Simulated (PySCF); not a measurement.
**AlOCl: from structure and modes to constants**

Computed with PBE0/[Al def2-TZVP, O def2-TZVP, Cl def2-TZVP], no relativity, density fitting, PySCF.

The singlet minimum has C∞v symmetry. Masses (u): Al 26.98154, O 15.99492, Cl 34.96885.

```xyz
3
charge 0 multiplicity 1, angstrom
Al    0.0000    0.0000   -0.5969
O     0.0000    0.0000   -2.1892
Cl    0.0000    0.0000    1.4619
```

Harmonic wavenumbers (cm⁻¹): 179.6 (π, ×2), 494.8 (σ+, ×1), 1136.8 (σ+, ×1).

(1) Find the principal moments of inertia and the rotational constants. What kind of rotor is it?

(2) What is the harmonic zero-point energy?

(3) Give the standard entropy (298.15 K, 1 bar) by its translational, rotational, vibrational and spin parts, and Cp.

## Answers

(1) About the centre of mass I = 161.01 u Å². With B = 16.8576/I this gives 0.1047 cm⁻¹. The molecule is linear.

(2) Half the sum of all 4 wavenumbers, 1991/2 = 995 cm⁻¹, which is 11.9 kJ/mol (1 cm⁻¹ = 0.0119627 kJ/mol).

(3) Sackur–Tetrode with M = 77.95 u gives 163.2; rotation with symmetry number 1 gives 71.4; vibration 22.5; spin R ln 1 = 0.0. The total is 257.2 J/(mol K), and Cp = 7/2 R + 22.0 = 51.1 J/(mol K).

Other isomers or separated fragments may lie lower.
